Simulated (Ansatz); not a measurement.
in.yaml

```yaml
crystal:
  periodic: [false, false, false]
  atoms:
    - {symbol: Si, position_ang: [0.000000, 0.000000, 1.249328]}
    - {symbol: Al, position_ang: [0.000000, 0.000000, -1.159384]}
    - {symbol: H, position_ang: [0.000000, 1.405470, -1.888034]}
    - {symbol: H, position_ang: [0.000000, -1.405470, -1.888034]}
basis:
  gaussian: {orbitals: cc-pVDZ}
magnetization: {spin_polarized: false, initial_magnetization: 3}
correlation: {method: bccd, electrons: outside_noble_gas}
output: {forces: true}
```

```sh
$ ansatz run in.yaml --threads 1 --pin off --events-out ev --progress --plain --max-ram 2393MiB
```

The program prints:

```
451 factors; integrals over basis functions are off by at most 9.2e-4 eV
mean field evaluation 1: about -14473.4418 eV, gradient 8.2e0 eV
mean field evaluation 2: about -14473.4448 eV, gradient 8.2e0 eV
mean field evaluation 4: about -14474.4569 eV, gradient 1.0e0 eV
mean field evaluation 8: about -14474.5084 eV, gradient 1.7e-1 eV
mean field evaluation 16: about -14474.3417 eV, gradient 2.9e0 eV
mean field evaluation 32: about -14471.3765 eV, gradient 8.6e-4 eV
mean field -14474.51065425 eV, -531.9284553680 hartree, gradient 2.4e-6 eV, S^2 3.750000; 1 other end points of the search recorded, 0 dependent functions left out
determinant -14474.51065425 eV, -531.9284553680 hartree, with singles and doubles -14478.60730883 eV, -532.0790046470 hartree
determinant -14471.37653561 eV, -531.8132786322 hartree, with singles and doubles -14475.68477396 eV, -531.9716034715 hartree
10 core orbitals not correlated: weight in the atoms' cores, before any rotation towards them, 1.000 or more for the frozen orbitals, at most 0.000 for the correlated occupied ones
reference -14474.51065425 eV, -531.9284553680 hartree; 6, 3 occupied and 30, 33 virtual orbitals, 451 factors
second order -3.16014668 eV of doubles, -0.01296225 eV of singles
cycle   1  -4.09951273 eV  change   -2.9e-3 eV  update   7.2e-3
cycle   2  -4.09584740 eV  change    3.7e-3 eV  update   3.3e-3
cycle   3  -4.09508041 eV  change    7.7e-4 eV  update   2.0e-3
cycle   4  -4.09608033 eV  change   -1.0e-3 eV  update   9.2e-4
cycle   5  -4.09627804 eV  change   -2.0e-4 eV  update   2.4e-4
cycle   6  -4.09632351 eV  change   -4.5e-5 eV  update   8.2e-5
cycle   7  -4.09634040 eV  change   -1.7e-5 eV  update   3.2e-5
cycle   8  -4.09633932 eV  change    1.1e-6 eV  update   1.2e-5
cycle   9  -4.09633660 eV  change    2.7e-6 eV  update   4.4e-6
cycle  10  -4.09633545 eV  change    1.2e-6 eV  update   1.5e-6
cycle  11  -4.09633530 eV  change    1.4e-7 eV  update   5.5e-7
the calculation of the forces begins
Total energy: -14478.60698955 eV, -532.0789929138 hartree
Atom 0 at     0.000000     0.000000     1.249328 Å, force     0.000000     0.000000     0.304162 eV/Å
Atom 1 at     0.000000     0.000000    -1.159384 Å, force     0.000000    -0.000000    -0.272108 eV/Å
Atom 2 at     0.000000     1.405470    -1.888034 Å, force    -0.000000    -0.003693    -0.016027 eV/Å
Atom 3 at     0.000000    -1.405470    -1.888034 Å, force     0.000000     0.003693    -0.016027 eV/Å
Dipole moment:    -0.000000     0.000000    -0.110864 e Å
```

Forces (eV/Å):
```
Si   0.000  0.000  0.304
Al   0.000  0.000 -0.272
H    0.000 -0.004 -0.016
H    0.000  0.004 -0.016
```

Ran on 1 thread of Intel Xeon 6975P-C, shared host: 1.9 s wall, 0.17 GiB peak host memory.
